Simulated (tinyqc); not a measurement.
Inside a calculation (part 1 of 2). Method: UHF in the sto-3g basis, for H2O+, spin multiplicity 2. Computed by tinyqc, a small Python program that keeps every step (integrals from PySCF). Settings: charge = 1, multiplicity = 2, basis = sto-3g, energy threshold = 1e-10, iteration cap = 71, orthogonalisation = symmetric, start = Wolfsberg-Helmholz matrix, DIIS depth = 3, damping = 0.3, method = UHF. Command: `OMP_NUM_THREADS=1 python tinyqc.py 22955 22956 out.jsonl` (the two numbers bound the seeds that draw the settings). One thread of a shared host (Intel(R) Xeon(R) Processor @ 2.60GHz), about 0.1 s of CPU time with the checks. Later iterations appear only in the table of the cycle.

## One-electron integrals

Geometry (angstrom):
```
atom       x        y       z
O     0.0000   0.0000  0.0000
H     0.0000   0.7550  0.5500
H     0.0000  -0.7550  0.5500
```

Basis sto-3g: exponents (1/bohr^2) and contraction coefficients of normalised primitives:
```
element  l (shell)  exponent  coefficient
O            s (1)  130.7093       0.1543
O            s (1)   23.8089       0.5353
O            s (1)    6.4436       0.4446
O            s (2)    5.0332      -0.1000
O            s (2)    1.1696       0.3995
O            s (2)    0.3804       0.7001
O            p (3)    5.0332       0.1559
O            p (3)    1.1696       0.6077
O            p (3)    0.3804       0.3920
H            s (1)    3.4253       0.1543
H            s (1)    0.6239       0.5353
H            s (1)    0.1689       0.4446
```

Overlap, kinetic and nuclear-attraction integrals over the contracted functions; the nuclear repulsion is the sum of Za Zb / Rab.

nuclear repulsion = 9.414705 hartree

overlap S, lower triangle:
```
         1O 1s   1O 2s  1O 2px   1O 2py  1O 2pz   2H 1s   3H 1s
1O 1s   1.0000
1O 2s   0.2367  1.0000
1O 2px  0.0000  0.0000  1.0000
1O 2py  0.0000  0.0000  0.0000   1.0000
1O 2pz  0.0000  0.0000  0.0000   0.0000  1.0000
2H 1s   0.0570  0.4901  0.0000   0.3244  0.2363  1.0000
3H 1s   0.0570  0.4901  0.0000  -0.3244  0.2363  0.2531  1.0000
```

kinetic energy T (hartree), lower triangle:
```
          1O 1s   1O 2s  1O 2px   1O 2py  1O 2pz   2H 1s   3H 1s
1O 1s   29.0032
1O 2s   -0.1680  0.8081
1O 2px   0.0000  0.0000  2.5287
1O 2py   0.0000  0.0000  0.0000   2.5287
1O 2pz   0.0000  0.0000  0.0000   0.0000  2.5287
2H 1s   -0.0008  0.1400  0.0000   0.2444  0.1780  0.7600
3H 1s   -0.0008  0.1400  0.0000  -0.2444  0.1780  0.0088  0.7600
```

nuclear attraction V (hartree), lower triangle:
```
           1O 1s     1O 2s    1O 2px    1O 2py    1O 2pz    2H 1s    3H 1s
1O 1s   -61.7515
1O 2s    -7.4513  -10.1676
1O 2px    0.0000    0.0000  -10.0065
1O 2py    0.0000    0.0000    0.0000  -10.1789
1O 2pz   -0.0192   -0.2238    0.0000    0.0000  -10.0980
2H 1s    -1.8486   -4.0293    0.0000   -2.3770   -1.8046  -5.9274
3H 1s    -1.8486   -4.0293    0.0000    2.3770   -1.8046  -1.6585  -5.9274
```

core Hamiltonian H = T + V (hartree), lower triangle:
```
           1O 1s    1O 2s   1O 2px   1O 2py   1O 2pz    2H 1s    3H 1s
1O 1s   -32.7483
1O 2s    -7.6193  -9.3595
1O 2px    0.0000   0.0000  -7.4778
1O 2py    0.0000   0.0000   0.0000  -7.6501
1O 2pz   -0.0192  -0.2238   0.0000   0.0000  -7.5692
2H 1s    -1.8493  -3.8893   0.0000  -2.1326  -1.6265  -5.1674
3H 1s    -1.8493  -3.8893   0.0000   2.1326  -1.6265  -1.6497  -5.1674
```

## Two-electron integrals

Functions are numbered as in S; the eight-fold symmetry (ij|kl) = (ji|kl) = (kl|ij) leaves the list below.

Two-electron integrals (ij|kl) in chemists' order, unique and non-zero (hartree):
```
(11|11) 4.7851      (21|11) 0.7414      (21|21) 0.1369      (22|11) 1.1189
(22|21) 0.2566      (22|22) 0.8172      (31|31) 0.0245      (32|31) 0.0378
(32|32) 0.1805      (33|11) 1.1158      (33|21) 0.2567      (33|22) 0.8170
(33|33) 0.8802      (41|41) 0.0245      (42|41) 0.0378      (42|42) 0.1805
(43|43) 0.0474      (44|11) 1.1158      (44|21) 0.2567      (44|22) 0.8170
(44|33) 0.7853      (44|44) 0.8802      (51|51) 0.0245      (52|51) 0.0378
(52|52) 0.1805      (53|53) 0.0474      (54|54) 0.0474      (55|11) 1.1158
(55|21) 0.2567      (55|22) 0.8170      (55|33) 0.7853      (55|44) 0.7853
(55|55) 0.8802      (61|11) 0.1816      (61|21) 0.0332      (61|22) 0.0618
(61|33) 0.0617      (61|41) 0.0012      (61|42) 0.0023      (61|44) 0.0619
(61|51) 0.0009      (61|52) 0.0017      (61|54) 1.69e-04    (61|55) 0.0618
(61|61) 0.0082      (62|11) 0.4200      (62|21) 0.0974      (62|22) 0.3410
(62|33) 0.3354      (62|41) 0.0059      (62|42) 0.0439      (62|44) 0.3461
(62|51) 0.0043      (62|52) 0.0320      (62|54) 0.0078      (62|55) 0.3411
(62|61) 0.0241      (62|62) 0.1727      (63|31) 0.0105      (63|32) 0.0599
(63|43) 0.0092      (63|53) 0.0067      (63|63) 0.0253      (64|11) 0.2368
(64|21) 0.0557      (64|22) 0.2081      (64|33) 0.1986      (64|41) 0.0134
(64|42) 0.0855      (64|44) 0.2235      (64|51) 0.0022      (64|52) 0.0186
(64|54) 0.0115      (64|55) 0.2020      (64|61) 0.0144      (64|62) 0.1281
(64|64) 0.1192      (65|11) 0.1725      (65|21) 0.0406      (65|22) 0.1516
(65|33) 0.1446      (65|41) 0.0022      (65|42) 0.0186      (65|44) 0.1494
(65|51) 0.0120      (65|52) 0.0735      (65|54) 0.0127      (65|55) 0.1606
(65|61) 0.0105      (65|62) 0.0933      (65|64) 0.0684      (65|65) 0.0751
(66|11) 0.5431      (66|21) 0.1280      (66|22) 0.5117      (66|33) 0.4908
(66|41) 0.0105      (66|42) 0.1059      (66|44) 0.5313      (66|51) 0.0076
(66|52) 0.0772      (66|54) 0.0295      (66|55) 0.5123      (66|61) 0.0319
(66|62) 0.3190      (66|64) 0.2703      (66|65) 0.1969      (66|66) 0.7746
(71|11) 0.1816      (71|21) 0.0332      (71|22) 0.0618      (71|33) 0.0617
(71|41) -0.0012     (71|42) -0.0023     (71|44) 0.0619      (71|51) 0.0009
(71|52) 0.0017      (71|54) -1.69e-04   (71|55) 0.0618      (71|61) 0.0080
(71|62) 0.0233      (71|64) 0.0127      (71|65) 0.0101      (71|66) 0.0305
(71|71) 0.0082      (72|11) 0.4200      (72|21) 0.0974      (72|22) 0.3410
(72|33) 0.3354      (72|41) -0.0059     (72|42) -0.0439     (72|44) 0.3461
(72|51) 0.0043      (72|52) 0.0320      (72|54) -0.0078     (72|55) 0.3411
(72|61) 0.0233      (72|62) 0.1410      (72|64) 0.0717      (72|65) 0.0740
(72|66) 0.2154      (72|71) 0.0241      (72|72) 0.1727      (73|31) 0.0105
(73|32) 0.0599      (73|43) -0.0092     (73|53) 0.0067      (73|63) 0.0200
(73|73) 0.0253      (74|11) -0.2368     (74|21) -0.0557     (74|22) -0.2081
(74|33) -0.1986     (74|41) 0.0134      (74|42) 0.0855      (74|44) -0.2235
(74|51) -0.0022     (74|52) -0.0186     (74|54) 0.0115      (74|55) -0.2020
(74|61) -0.0127     (74|62) -0.0717     (74|64) -0.0169     (74|65) -0.0368
(74|66) -0.0959     (74|71) -0.0144     (74|72) -0.1281     (74|74) 0.1192
(75|11) 0.1725      (75|21) 0.0406      (75|22) 0.1516      (75|33) 0.1446
(75|41) -0.0022     (75|42) -0.0186     (75|44) 0.1494      (75|51) 0.0120
(75|52) 0.0735      (75|54) -0.0127     (75|55) 0.1606      (75|61) 0.0101
(75|62) 0.0740      (75|64) 0.0368      (75|65) 0.0583      (75|66) 0.1242
(75|71) 0.0105      (75|72) 0.0933      (75|74) -0.0684     (75|75) 0.0751
(76|11) 0.1656      (76|21) 0.0387      (76|22) 0.1459      (76|33) 0.1427
(76|44) 0.1457      (76|51) 0.0027      (76|52) 0.0238      (76|55) 0.1491
(76|61) 0.0095      (76|62) 0.0723      (76|64) 0.0461      (76|65) 0.0439
(76|66) 0.1353      (76|71) 0.0095      (76|72) 0.0723      (76|74) -0.0461
(76|75) 0.0439      (76|76) 0.0363      (77|11) 0.5431      (77|21) 0.1280
(77|22) 0.5117      (77|33) 0.4908      (77|41) -0.0105     (77|42) -0.1059
(77|44) 0.5313      (77|51) 0.0076      (77|52) 0.0772      (77|54) -0.0295
(77|55) 0.5123      (77|61) 0.0305      (77|62) 0.2154      (77|64) 0.0959
(77|65) 0.1242      (77|66) 0.3437      (77|71) 0.0319      (77|72) 0.3190
(77|74) -0.2703     (77|75) 0.1969      (77|76) 0.1353      (77|77) 0.7746
```

## Orthogonalisation

S = U s U^T; symmetric (Loewdin) form X = U s^(-1/2) U^T, so that X^T S X = 1.

eigenvalues of S: 0.3275  0.3975  0.8885  1.0000  1.0880  1.3494  1.9491

X, lower triangle:
```
          1O 1s    1O 2s  1O 2px   1O 2py   1O 2pz    2H 1s   3H 1s
1O 1s    1.0243
1O 2s   -0.1448   1.2685
1O 2px   0.0000   0.0000  1.0000
1O 2py   0.0000   0.0000  0.0000   1.1270
1O 2pz  -0.0104   0.1165  0.0000   0.0000   1.0551
2H 1s    0.0226  -0.3127  0.0000  -0.2472  -0.1483   1.2277
3H 1s    0.0226  -0.3127  0.0000   0.2472  -0.1483  -0.0922  1.2277
```

## Starting guess

The start is the generalised Wolfsberg-Helmholz matrix (K = 1.75) built on H; D(s) = C_occ C_occ^T for each spin.

D(alpha) at the start, lower triangle:
```
          1O 1s    1O 2s  1O 2px   1O 2py  1O 2pz   2H 1s   3H 1s
1O 1s    1.0296
1O 2s   -0.1141   0.5339
1O 2px   0.0000   0.0000  1.0000
1O 2py   0.0000   0.0000  0.0000   0.6592
1O 2pz   0.0575  -0.2097  0.0000   0.0000  0.9178
2H 1s   -0.0737   0.1750  0.0000   0.1957  0.0556  0.1355
3H 1s   -0.0737   0.1750  0.0000  -0.1957  0.0556  0.0192  0.1355
```

D(beta) at the start, lower triangle:
```
          1O 1s    1O 2s  1O 2px   1O 2py  1O 2pz   2H 1s   3H 1s
1O 1s    1.0296
1O 2s   -0.1141   0.5339
1O 2px   0.0000   0.0000  0.0000
1O 2py   0.0000   0.0000  0.0000   0.6592
1O 2pz   0.0575  -0.2097  0.0000   0.0000  0.9178
2H 1s   -0.0737   0.1750  0.0000   0.1957  0.0556  0.1355
3H 1s   -0.0737   0.1750  0.0000  -0.1957  0.0556  0.0192  0.1355
```

## Iteration 1: building the Fock matrix

J_ij = sum D_kl (ij|kl) with D = D(alpha) + D(beta), K_ij = sum D_kl (ik|jl) for each spin; F = H + J - K(s); E = tr D H + tr D J / 2 - 0.5 sum_s tr D(s) K(s) + E_nn.

Coulomb J (hartree), lower triangle:
```
          1O 1s   1O 2s  1O 2px   1O 2py  1O 2pz   2H 1s   3H 1s
1O 1s   16.5808
1O 2s    3.0989  7.5763
1O 2px   0.0000  0.0000  7.4953
1O 2py   0.0000  0.0000  0.0000   7.6038
1O 2pz  -0.0076  0.0066  0.0000   0.0000  7.6071
2H 1s    0.7522  3.1260  0.0000   1.8980  1.3896  4.7021
3H 1s    0.7522  3.1260  0.0000  -1.8980  1.3896  1.3318  4.7021
```

exchange K(alpha) (hartree), lower triangle:
```
         1O 1s    1O 2s  1O 2px   1O 2py  1O 2pz   2H 1s   3H 1s
1O 1s   4.8673
1O 2s   0.8548   1.2876
1O 2px  0.0000   0.0000  1.1231
1O 2py  0.0000   0.0000  0.0000   1.0492
1O 2pz  0.0054  -0.0500  0.0000   0.0000  1.1156
2H 1s   0.2128   0.6051  0.0000   0.3490  0.2330  0.5905
3H 1s   0.2128   0.6051  0.0000  -0.3490  0.2330  0.2487  0.5905
```

exchange K(beta) (hartree), lower triangle:
```
         1O 1s    1O 2s  1O 2px   1O 2py  1O 2pz   2H 1s   3H 1s
1O 1s   4.8428
1O 2s   0.8170   1.1071
1O 2px  0.0000   0.0000  0.2430
1O 2py  0.0000   0.0000  0.0000   1.0018
1O 2pz  0.0054  -0.0500  0.0000   0.0000  1.0682
2H 1s   0.2023   0.5452  0.0000   0.3398  0.2263  0.5652
3H 1s   0.2023   0.5452  0.0000  -0.3398  0.2263  0.2287  0.5652
```

F(alpha) (hartree), lower triangle:
```
           1O 1s    1O 2s   1O 2px   1O 2py   1O 2pz    2H 1s    3H 1s
1O 1s   -21.0348
1O 2s    -5.3751  -3.0708
1O 2px    0.0000   0.0000  -1.1057
1O 2py    0.0000   0.0000   0.0000  -1.0956
1O 2pz   -0.0322  -0.1672   0.0000   0.0000  -1.0778
2H 1s    -1.3099  -1.3684   0.0000  -0.5836  -0.4700  -1.0558
3H 1s    -1.3099  -1.3684   0.0000   0.5836  -0.4700  -0.5666  -1.0558
```

F(beta) (hartree), lower triangle:
```
           1O 1s    1O 2s   1O 2px   1O 2py   1O 2pz    2H 1s    3H 1s
1O 1s   -21.0104
1O 2s    -5.3373  -2.8902
1O 2px    0.0000   0.0000  -0.2255
1O 2py    0.0000   0.0000   0.0000  -1.0481
1O 2pz   -0.0322  -0.1672   0.0000   0.0000  -1.0303
2H 1s    -1.2994  -1.3085   0.0000  -0.5744  -0.4633  -1.0305
3H 1s    -1.2994  -1.3085   0.0000   0.5744  -0.4633  -0.5466  -1.0305
```

total energy of this density = -74.461546 hartree

This density is the starting one.

## Iteration 1: diagonalisation and new density

Diagonalise F' = X^T F X, C = X C', fill 5 alpha and 4 beta electrons from the bottom; D(s) = C_occ C_occ^T; the new density keeps 0.3 of the old one (damping). Each column has its largest component positive (the first on a tie).

F' = X^T F X (alpha) (hartree), lower triangle:
```
          1        2        3        4        5        6        7
1  -20.6446
2   -2.7481  -1.7853
3    0.0000   0.0000  -1.1057
4    0.0000   0.0000   0.0000  -0.8011
5   -0.0516   0.0482   0.0000   0.0000  -0.9618
6   -0.2005  -0.5895   0.0000  -0.4747  -0.2832  -0.3692
7   -0.2005  -0.5895   0.0000   0.4747  -0.2832  -0.1447  -0.3692
```

orbital energies (alpha) (hartree): MO1 -21.0448, MO2 -1.8793, MO3 -1.2434, MO4 -1.1057, MO5 -1.0677, MO6 0.0862, MO7 0.2179

coefficients C (alpha):
```
            MO1      MO2      MO3     MO4      MO5      MO6      MO7
1O 1s    0.9938  -0.2356   0.0000  0.0000   0.0850  -0.1450   0.0000
1O 2s    0.0286   0.8474   0.0000  0.0000  -0.3983   0.9806   0.0000
1O 2px   0.0000   0.0000   0.0000  1.0000   0.0000   0.0000   0.0000
1O 2py   0.0000   0.0000   0.7488  0.0000   0.0000   0.0000  -0.9120
1O 2pz   0.0049   0.1761   0.0000  0.0000   0.8943   0.5832   0.0000
2H 1s   -0.0068   0.1369   0.3071  0.0000   0.1261  -0.8545   0.9153
3H 1s   -0.0068   0.1369  -0.3071  0.0000   0.1261  -0.8545  -0.9153
```

F' = X^T F X (beta) (hartree), lower triangle:
```
          1        2        3        4        5        6        7
1  -20.6262
2   -2.7335  -1.5928
3    0.0000   0.0000  -0.2255
4    0.0000   0.0000   0.0000  -0.7505
5   -0.0511   0.0527   0.0000   0.0000  -0.9129
6   -0.2014  -0.5776   0.0000  -0.4748  -0.2830  -0.3646
7   -0.2014  -0.5776   0.0000   0.4748  -0.2830  -0.1431  -0.3646
```

orbital energies (beta) (hartree): MO1 -21.0188, MO2 -1.7373, MO3 -1.2077, MO4 -1.0087, MO5 -0.2255, MO6 0.1251, MO7 0.2357

coefficients C (beta):
```
            MO1      MO2      MO3      MO4     MO5      MO6      MO7
1O 1s    0.9943  -0.2241   0.0000   0.0953  0.0000  -0.1527   0.0000
1O 2s    0.0261   0.7915   0.0000  -0.4337  0.0000   1.0119   0.0000
1O 2px   0.0000   0.0000   0.0000   0.0000  1.0000   0.0000   0.0000
1O 2py   0.0000   0.0000   0.7349   0.0000  0.0000   0.0000   0.9232
1O 2pz   0.0046   0.2026   0.0000   0.8887  0.0000   0.5831   0.0000
2H 1s   -0.0063   0.1724   0.3210   0.1116  0.0000  -0.8501  -0.9106
3H 1s   -0.0063   0.1724  -0.3210   0.1116  0.0000  -0.8501   0.9106
```

D(alpha) after iteration 1, lower triangle:
```
          1O 1s    1O 2s  1O 2px   1O 2py  1O 2pz    2H 1s   3H 1s
1O 1s    1.0441
1O 2s   -0.1778   0.7745
1O 2px   0.0000   0.0000  1.0000
1O 2py   0.0000   0.0000  0.0000   0.5902
1O 2pz   0.0448  -0.2077  0.0000   0.0000  0.8569
2H 1s   -0.0419   0.0984  0.0000   0.2197  0.1125   0.1309
3H 1s   -0.0419   0.0984  0.0000  -0.2197  0.1125  -0.0360  0.1309
```

D(beta) after iteration 1, lower triangle:
```
          1O 1s    1O 2s  1O 2px   1O 2py  1O 2pz    2H 1s   3H 1s
1O 1s    1.0425
1O 2s   -0.1691   0.7309
1O 2px   0.0000   0.0000  0.0000
1O 2py   0.0000   0.0000  0.0000   0.5758
1O 2pz   0.0480  -0.2204  0.0000   0.0000  0.8570
2H 1s   -0.0461   0.1140  0.0000   0.2238  0.1106   0.1423
3H 1s   -0.0461   0.1140  0.0000  -0.2238  0.1106  -0.0368  0.1423
```

## Iteration 2: building the Fock matrix

As before.

Coulomb J (hartree), lower triangle:
```
          1O 1s   1O 2s  1O 2px   1O 2py  1O 2pz   2H 1s   3H 1s
1O 1s   16.6232
1O 2s    3.1046  7.5877
1O 2px   0.0000  0.0000  7.5137
1O 2py   0.0000  0.0000  0.0000   7.6087
1O 2pz  -0.0062  0.0164  0.0000   0.0000  7.6174
2H 1s    0.7536  3.1312  0.0000   1.8998  1.3951  4.7083
3H 1s    0.7536  3.1312  0.0000  -1.8998  1.3951  1.3343  4.7083
```

exchange K(alpha) (hartree), lower triangle:
```
         1O 1s    1O 2s  1O 2px   1O 2py  1O 2pz   2H 1s   3H 1s
1O 1s   4.8840
1O 2s   0.8450   1.3323
1O 2px  0.0000   0.0000  1.1389
1O 2py  0.0000   0.0000  0.0000   1.0250
1O 2pz  0.0034  -0.0376  0.0000   0.0000  1.1074
2H 1s   0.2125   0.6009  0.0000   0.3486  0.2464  0.5787
3H 1s   0.2125   0.6009  0.0000  -0.3486  0.2464  0.2304  0.5787
```

exchange K(beta) (hartree), lower triangle:
```
         1O 1s    1O 2s  1O 2px   1O 2py  1O 2pz   2H 1s   3H 1s
1O 1s   4.8575
1O 2s   0.8069   1.1416
1O 2px  0.0000   0.0000  0.2550
1O 2py  0.0000   0.0000  0.0000   0.9690
1O 2pz  0.0031  -0.0433  0.0000   0.0000  1.0571
2H 1s   0.2019   0.5426  0.0000   0.3411  0.2386  0.5640
3H 1s   0.2019   0.5426  0.0000  -0.3411  0.2386  0.2134  0.5640
```

F(alpha) (hartree), lower triangle:
```
           1O 1s    1O 2s   1O 2px   1O 2py   1O 2pz    2H 1s    3H 1s
1O 1s   -21.0091
1O 2s    -5.3597  -3.1042
1O 2px    0.0000   0.0000  -1.1030
1O 2py    0.0000   0.0000   0.0000  -1.0664
1O 2pz   -0.0287  -0.1697   0.0000   0.0000  -1.0592
2H 1s    -1.3081  -1.3590   0.0000  -0.5814  -0.4779  -1.0378
3H 1s    -1.3081  -1.3590   0.0000   0.5814  -0.4779  -0.5458  -1.0378
```

F(beta) (hartree), lower triangle:
```
           1O 1s    1O 2s   1O 2px   1O 2py   1O 2pz    2H 1s    3H 1s
1O 1s   -20.9826
1O 2s    -5.3216  -2.9134
1O 2px    0.0000   0.0000  -0.2191
1O 2py    0.0000   0.0000   0.0000  -1.0104
1O 2pz   -0.0284  -0.1640   0.0000   0.0000  -1.0089
2H 1s    -1.2976  -1.3007   0.0000  -0.5739  -0.4701  -1.0231
3H 1s    -1.2976  -1.3007   0.0000   0.5739  -0.4701  -0.5289  -1.0231
```

total energy of this density = -74.573871 hartree

This density is a damped mixture and is not idempotent.

## Iteration 2: DIIS over 2 matrices

error matrix X^T (FDS - SDF) X (alpha):
```
         1        2       3        4        5        6        7
1   0.0000  -0.0619  0.0000   0.0000  -0.0356   0.0683   0.0683
2   0.0619   0.0000  0.0000   0.0000   0.0585  -0.0960  -0.0960
3   0.0000   0.0000  0.0000   0.0000   0.0000   0.0000   0.0000
4   0.0000   0.0000  0.0000   0.0000   0.0000   0.0359  -0.0359
5   0.0356  -0.0585  0.0000   0.0000   0.0000   0.0096   0.0096
6  -0.0683   0.0960  0.0000  -0.0359  -0.0096   0.0000   0.0000
7  -0.0683   0.0960  0.0000   0.0359  -0.0096   0.0000   0.0000
```

B (overlaps of the stored error matrices):
```
               1              2
1  8.1240258e-01  3.3275907e-01
2  3.3275907e-01  1.4221808e-01
```

Minimise |sum c_i e_i|^2 with sum c_i = 1: solve [B -1; -1 0][c; lambda] = [0; -1] with B_ij = tr e_i^T e_j summed over both spins, and take F = sum c_i F_i.

DIIS coefficients: -0.6591  1.6591

extrapolated F(alpha) (hartree), lower triangle:
```
           1O 1s    1O 2s   1O 2px   1O 2py   1O 2pz    2H 1s    3H 1s
1O 1s   -20.9921
1O 2s    -5.3495  -3.1262
1O 2px    0.0000   0.0000  -1.1012
1O 2py    0.0000   0.0000   0.0000  -1.0471
1O 2pz   -0.0265  -0.1715   0.0000   0.0000  -1.0469
2H 1s    -1.3070  -1.3528   0.0000  -0.5800  -0.4831  -1.0259
3H 1s    -1.3070  -1.3528   0.0000   0.5800  -0.4831  -0.5321  -1.0259
```

extrapolated F(beta) (hartree), lower triangle:
```
           1O 1s    1O 2s   1O 2px   1O 2py   1O 2pz    2H 1s    3H 1s
1O 1s   -20.9644
1O 2s    -5.3112  -2.9287
1O 2px    0.0000   0.0000  -0.2149
1O 2py    0.0000   0.0000   0.0000  -0.9855
1O 2pz   -0.0260  -0.1620   0.0000   0.0000  -0.9947
2H 1s    -1.2964  -1.2956   0.0000  -0.5736  -0.4745  -1.0183
3H 1s    -1.2964  -1.2956   0.0000   0.5736  -0.4745  -0.5171  -1.0183
```
